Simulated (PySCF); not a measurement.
Species: methallyl cyanide, C5H7N.
Numbering: `[CH2:1]=[C:2]([CH3:3])[CH2:4][C:5]#[N:6]` (hydrogens: H7, H8 on C1; H9, H10, H11 on C3; H12, H13 on C4)

Torsions of this conformer, `[CH2:1]=[C:2]([CH3:3])[CH2:4][C:5]#[N:6]`: C1–C2–C4–C5 113°.

The closed-shell ground state was solved at several levels (PySCF, density fitting, gas phase, non-relativistic). Isolated species at its GFN2-xTB geometry (one conformer only).

```
          level  basis functions  HOMO (eV)  LUMO (eV)  gap (eV)  dipole (D)
    B3LYP/pcJ-1              232      -7.64      -0.40      7.24        3.78
  PBE0/pcSseg-1              137      -7.88      -0.18      7.70        3.78
B3LYP/def2-SVPD              176      -7.68      -0.53      7.15        3.82
```

Question: Estimate the row for PBE0/def2-SVPD, a basis of 176 functions; the other rows only guide the guess.

Answer: HOMO -7.90 eV, LUMO -0.28 eV, gap 7.62 eV, dipole 3.83 D.

Question: Over all these levels, which gives the widest orbital gap and which the narrowest?

Answer: PBE0/pcSseg-1 (global hybrid, 25 % exact exchange) has the widest, 7.70 eV, and B3LYP/def2-SVPD (global hybrid, 20 % exact exchange) the narrowest, 7.15 eV. Functional and basis both differ between the two, so the spread mixes both effects.

Question: How far do the dipole and the HOMO energy spread over the levels?

Answer: The dipole runs from 3.78 to 3.83 D (mean 3.80 D) and the HOMO from -7.90 to -7.64 eV.
